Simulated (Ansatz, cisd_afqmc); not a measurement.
Species: H₃S, charge 0, doublet.
HTBH set geometry:
```
S
H 1 1.3377
H 1 1.4291 2 91.15
H 3 1.1495 1 172.62 2 0.00
```
Charge 0, spin multiplicity 2.

Total energies in aug-cc-pV(T+d)Z, 9 correlated electrons, 5 frozen orbitals. Open shells are spin-unrestricted; no spin-orbit coupling. Cores are frozen in correlated methods. No relativity. AFQMC is phaseless with a CISD trial state; ± is one standard error, without the phaseless bias. Outlying blocks are dropped, and bars are widened where a walk drifts. Over all cases where full CI ran beside it in this data, AFQMC minus full CI had a median of +0.1 mEh and passed +0.4 mEh in a tenth of the cases. The UHF reference of H3S (saddle point or complex, doublet) is spin-contaminated (<S^2> up to 0.03 over the pure value in the sets run).

| method | program | energy (Eh) | minus CCSDT(Q) (mEh) |
|---|---|---|---|
| HF | Ansatz | -399.19692 | 241.88 |
| MP2 | Ansatz | -399.40039 | 38.42 |
| CCSD | Ansatz | -399.42770 | 11.11 |
| CCSD(T) | Ansatz | -399.43740 | 1.40 |
| CCSDT(Q) | Ansatz | -399.43881 | 0.00 |
| AFQMC/CISD | cisd_afqmc | -399.4389 ± 0.0002 | -0.1 ± 0.2 |

Rough core times of Ansatz's runs on a shared machine: CCSD(T) under 20 s, CCSDT(Q) 10 min.

Ansatz is a quantum-chemistry and plane-wave program.
